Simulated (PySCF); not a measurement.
# CF2O (carbonyl fluoride): the cost of one run

The runs use PySCF 2.14.0, with density-fitted response routines of our own; the level of theory stands in each step. All values are computed, except where a source is named. Atoms count from 0, in the outputs and in this text.

### Step 1. The starting structure

4 atoms, charge 0, multiplicity 1; geometry from: GFN2-xTB. The atoms were then displaced at random by about 0.01 Å, so the start is not that level's minimum.

Bonds of the start (Å): O0–C1 1.14, C1–F2 1.30, C1–F3 1.30.

### Step 2. Geometry optimisation at PBE0-D3(BJ)/def2-SVP

What the job is given:

```
{"job": {"xc": "PBE0", "basis": "def2-SVP", "d3": "d3bj", "grid": 1, "shake": 0.01, "kind": "geom"}, "charge": 0, "multiplicity": 1}
O     -0.297320     1.095510     0.808820
C     -0.029650     0.088920     0.354700
F      0.994090    -0.645770     0.683420
F     -0.629120    -0.564030    -0.590390
```

Launch:

```
$ OMP_NUM_THREADS=1 python probes_run.py task.json out
```

This one command runs all jobs of the session in turn.

Q: Estimate the wall time and peak memory of this first job on 1 thread of Arm Neoverse V1, shared host.

About 5.6 s, with a peak of 0.27 GiB.
